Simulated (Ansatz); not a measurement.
Process, species as SMILES: CCl (CH3-Cl) → CH3Cl+ (doublet, bonded as CCl) + e-
B3LYP-D3(BJ)/def2-TZVP geometries, fixed; electronic energies without zero-point terms.

Basis-set convergence of the adiabatic ionisation energy at B3LYP with Ansatz (an electronic-structure program). Cartesian d functions, on some or all atoms, in 6-31G*, 6-31G**, 6-311G**; all else is spherical. The program fits the integrals of some runs and decomposes those of others, by size. Open shells are unrestricted. No added dispersion term, no relativity. Functions are those of the species that has most. Reference: the value in pcseg-4, 11.198 eV, itself unsure by roughly 0.002 eV (its mean distance from aug-pcseg-3, aug-cc-pV(Q+d)Z, cc-pV(5+d)Z). Deviations are taken from unrounded values.

```tsv
basis	functions
STO-3G	17
3-21G	28
6-31G	28
def2-SV(P)	38
6-31G*	40
def2-SVP	47
6-31G**	49
cc-pV(D+d)Z	52
6-311G**	63
def2-TZVP	86
cc-pV(T+d)Z	111
def2-TZVPP	115
cc-pV(Q+d)Z	209
def2-QZVPP	217
cc-pV(5+d)Z	356
```

**Question.** Which is the smallest set listed that can be trusted to 0.05 eV here, that is, within that of the reference together with its larger relatives (same family, alike in diffuse functions; a set with none to test it counts only in the reference's own line)?

**Answer.** The smallest set listed that lies within 0.05 eV of the reference with all its larger relatives (same family, alike in diffuse functions; a set with none counts only in the reference's own line) is def2-TZVP (86 functions, -0.016 eV off). Inside the window by cancellation, since a larger relative falls out: 6-31G*, 6-31G**. Value minus reference: STO-3G -0.552, 3-21G 0.250, 6-31G 0.198, def2-SV(P) -0.080, 6-31G* 0.014, def2-SVP -0.100, 6-31G** 0.003, cc-pV(D+d)Z -0.063, 6-311G** 0.104, def2-TZVP -0.016, cc-pV(T+d)Z -0.011, def2-TZVPP -0.017, cc-pV(Q+d)Z -0.003, def2-QZVPP -0.002, cc-pV(5+d)Z -0.002 eV.
